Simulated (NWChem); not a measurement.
System: methylamine (CH5N); SMILES CN

Here is an NWChem input.

```
start job
memory heap 200 mb stack 900 mb global 1100 mb
geometry units angstroms noautoz
  C     -0.007721     0.690034     0.000000
  N     -0.096730    -0.753659     0.000000
  H     -0.528114     1.096772    -0.881724
  H     -0.528114     1.096772     0.881724
  H      1.016671     1.119737     0.000000
  H      0.376435    -1.141446    -0.813320
  H      0.376435    -1.141446     0.813320
end
basis spherical
  * library def2-svp
end
dft
  xc xpbe96 cpbe96
  iterations 150
  vectors input atomic output neutral.movecs
end
task dft energy
charge 1
dft
  odft
  mult 2
  vectors input atomic output cation.movecs
end
task dft energy
```

Geometry: optimised at PBE0/def2-SVP.

Ions are spin-unrestricted doublets at the neutral geometry; other ion states weren't tried.

Question: What results follow from this input? (PBE/def2-SVP, vertical spin-unrestricted ions.) Quantities: vertical ionisation energy, ΔSCF (eV); −ε(HOMO) (eV).

Answer: 
| Property | Value |
|---|---|
| vertical ionisation energy, ΔSCF (eV) | 9.28 |
| −ε(HOMO) (eV) | 4.87 |
